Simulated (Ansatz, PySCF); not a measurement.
System: C₂H₅S (charge 0, doublet). It need not be the lowest isomer of its formula. 
Geometry from a B3LYP-D3(BJ)/def2-TZVP (Ansatz, a first-principles code) optimisation:
SMILES: CC[S]
```xyz
8

C      1.5240     0.6464    -0.0053
C      0.0064     0.7586     0.0050
S     -0.8874    -0.8074     0.0002
H     -0.3508     1.3108     0.8809
H     -0.3618     1.3224    -0.8587
H      1.9817     1.6392    -0.0016
H      1.8790     0.1022     0.8702
H      1.8678     0.1140    -0.8925
```
Charge 0, spin multiplicity 2.

Total electronic energies in hartree. Cores are frozen in the correlated levels unless marked. Open shells are spin-unrestricted. No spin-orbit coupling. No relativistic terms. Basis-set limits of correlation are two-point, X^-3; Hartree-Fock from the larger set. The bracket is a focal-point correction in the basis named.

| level | program | energy (Eh) |
|---|---|---|
| HF/cc-pV(Q+d)Z | Ansatz | -476.21099 |
| RI-HF/aug-cc-pV(T+d)Z | Ansatz | -476.20365 |
| RI-HF/cc-pV(Q+d)Z | Ansatz | -476.21094 |
| PBE-D3(BJ)/def2-TZVPD | Ansatz + dftd3 | -477.13128 |
| BLYP-D3(BJ)/def2-TZVPD | Ansatz + dftd3 | ___ |
| TPSS-D3(BJ)/def2-TZVPD | PySCF + dftd3 | -477.45900 |
| HSE06-D3(BJ)/def2-TZVPD | Ansatz + dftd3 | -477.16534 |
| B2GP-PLYP-D4/def2-TZVPD | Ansatz + dftd4 | ___ |
| PBE-QIDH/def2-TZVPD | Ansatz | -477.07237 |
| RI-MP2/cc-pV(T+d)Z | Ansatz | -476.70216 |
| CCSD/cc-pV(T+d)Z | Ansatz | -476.74694 |
| CCSD(T)/6-31G* | Ansatz | -476.55254 |
| CCSD(T)/aug-cc-pV(D+d)Z | Ansatz | -476.65323 |
| RI-MP2/CBS(cc-pV(T+d)Z,cc-pV(Q+d)Z)+[CCSD(T)-MP2]/cc-pV(D+d)Z | Ansatz | -476.8318 |
| RI-MP2/CBS(cc-pV(T+d)Z,cc-pV(Q+d)Z)+[CCSD(T)-MP2]/cc-pV(T+d)Z | Ansatz | -476.8381 |

### Question
Some entries are withheld; supply them.

### Answer

- BLYP-D3(BJ)/def2-TZVPD, energy (Eh): -477.37497
- B2GP-PLYP-D4/def2-TZVPD, energy (Eh): -477.14374
